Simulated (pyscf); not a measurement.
Structures and frequencies: ωB97X-D3(BJ)/def2-SVP in PySCF.

**Question.** For the elementary gas-phase step H₂C=C=SiH₂ -> :C=C=SiH₂ [singlet] + hydrogen (H₂) (singlet surface; C–H, C–H broken, H–H formed), what barrier and reaction energy does ωB97M-D3(BJ)/def2-TZVP give, measured from the reactant's lowest minimum found?

**Answer.** ΔE‡ = 89.6 kcal/mol, ΔE = +67.7 kcal/mol. Zero-point energy shifts the barrier by -5.8 kcal/mol. It is a 1,1-elimination, with an imaginary mode of 1076i cm⁻¹. H₂C=C=SiH₂ lies 21.8 kcal/mol over its isomer HC≡C–SiH₃ (electronic energy, ωB97M-D3(BJ)/def2-TZVP). One saddle was located; it need not be the lowest between these sides.
